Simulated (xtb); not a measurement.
phosphine (H₃P), SMILES P. All values are semi-empirical tight-binding results from xtb (GFN2-xTB unless named), good for trends rather than for accurate numbers. Coordinates come from a GFN2-xTB optimisation.

- point group as xtb finds it: C3v
- orbital gap: 5.96 eV
- zero-point energy: 15.0 kcal/mol
- G − E(el) at 298.15 K (modified RRHO): 2.5 kcal/mol
- static polarisability (D4 model): 30.4 bohr³
- solvation energy, GFN2-xTB/ALPB(water): 1.0 kcal/mol
- solvation energy, GFN2-xTB/ALPB(ether): -1.9 kcal/mol
